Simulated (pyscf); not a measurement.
# Four-centre exchange: H₂O + HO–BH–OH → HO–BH–OH + H₂O

Gas phase, singlet surface, charge 0. Bonds broken: O1–H8, B2–O7. Bonds formed: O1–B2, O7–H8. PySCF, gas phase, ωB97X-D3(BJ)/def2-SVP geometries. Correlated levels are frozen-core, on RHF or UHF. ΔMP2 is the change of the MP2 total energy from the triple- to the quadruple-zeta basis.

Transition state (Å):

```xyz
9

O     -0.4548    -1.1444     0.0029
B      0.0317     0.3122     0.3952
O     -0.9271     1.3052     0.1875
H     -1.3636    -1.1185    -0.3251
H      0.5929     0.3002     1.4702
H     -0.9996     1.5526    -0.7400
O      1.0582     0.2052    -0.8213
H      0.4345    -0.8156    -0.7989
H      1.9684     0.1067    -0.5149
```

One imaginary mode, 1225i cm⁻¹; descent along it reached the two sides named.

| bond | change | reactant side (Å) | saddle | product side |
|---|---|---|---|---|
| O1–H8 | breaks | 0.965 | 1.242 | 2.211 |
| B2–O7 | breaks | 1.368 | 1.595 | 2.8 |
| O1–B2 | forms | 2.7 | 1.585 | 1.374 |
| O7–H8 | forms | 2.8 | 1.196 | 0.967 |

Electronic energies relative to the separated reactants (kJ/mol):

```
level                             barrier  reaction energy  reverse barrier
--------------------------------  -------  ---------------  ---------------
ωB97X-D3(BJ)/def2-TZVP               88.6              0.0             88.6
PBE/def2-TZVP                        72.8              0.0             72.8
r²SCAN/def2-TZVP                     76.3              0.0             76.3
B3LYP-D3(BJ)/def2-TZVP               93.2              0.0             93.2
PBE0-D3(BJ)/def2-TZVP                77.3              0.0             77.3
M06-2X/def2-TZVP                     80.4              0.0             80.4
ωB97M-D3(BJ)/def2-TZVP               87.3              0.0             87.3
HF/def2-TZVP                        157.2              0.0            157.2
MP2/def2-QZVPP                       90.8              0.0             90.8
CCSD/def2-TZVPP                     102.5              0.0            102.5
CCSD(T)/def2-TZVPP                   92.2              0.0             92.2
CCSD(T)/def2-TZVPP + ΔMP2(QZVPP)     96.8              0.0             96.8
```

With CCSD(T)/def2-TZVPP + ΔMP2(QZVPP) energies and thermal terms (ideal gas, 1 atm, RRHO with modes under 100 cm⁻¹ raised to 100, one conformer, R ln 2 for chiral ones without a mode under 150 cm⁻¹), in kJ/mol:

```json
[
 {"T (K)": "298", "ΔH‡": "91.0", "ΔG‡": "135.7", "ΔH": "0.0", "ΔG": "0.0"},
 {"T (K)": "600", "ΔH‡": "91.3", "ΔG‡": "181.0", "ΔH": "0.0", "ΔG": "0.0"},
 {"T (K)": "900", "ΔH‡": "94.0", "ΔG‡": "225.4", "ΔH": "0.0", "ΔG": "0.0"},
 {"T (K)": "1200", "ΔH‡": "97.3", "ΔG‡": "268.7", "ΔH": "0.0", "ΔG": "0.0"}
]
```

The reactants may also form a dative adduct at HO–BH–OH; it and routes through it were not searched. The products may also form a dative adduct at HO–BH–OH; it and routes through it were not searched. This is the saddle that the search found; another between the same sides may lie lower. The CCSD(T) − MP2 part came from Ansatz, without density fitting, on the same reference.
